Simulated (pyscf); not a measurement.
`[OH][Si]([Cl])([Cl])[Cl]` + `[FH]` → `[OH2]` + `[F][Si]([Cl])([Cl])[Cl]` (four-centre exchange; singlet surface; O–Si, F–H broken, H–O, F–Si formed). PySCF, gas phase, ωB97X-D3(BJ)/def2-SVP geometries. Rate constants from transition-state theory, ωB97M-D3(BJ)/def2-TZVP energies (ideal gas, 1 atm, RRHO with modes under 100 cm⁻¹ raised to 100, one conformer, R ln 2 for chiral ones without a mode under 150 cm⁻¹; no tunnelling), k in cm³ molecule⁻¹ s⁻¹.

```tsv
T (K)	1000/T	log10 k
298	3.354	-28.21
600	1.667	-20.95
900	1.111	-18.43
1200	0.833	?
```

**Question.** Fit an Arrhenius line to the three values, give the activation energy, and predict k at 1200 K.

**Answer.** Least squares gives log10 k = -13.65 − 4.35 × 1000/T, so Ea = 4.35 × ln 10 × 1.987 = 19.9 kcal/mol, against an electronic barrier of 19.0. At 1200 K the line gives -17.27; the computed value is -17.08 (ΔG‡ = 64.2 kcal/mol), a factor 1.6 over the line, since the plot is curved. On the reactant side the descent ends in a complex, 5.0 kcal/mol under the separated species and 24.3 kcal/mol under the saddle at ωB97X-D3(BJ)/def2-TZVP. This is the saddle that the search found; another between the same sides may lie lower.
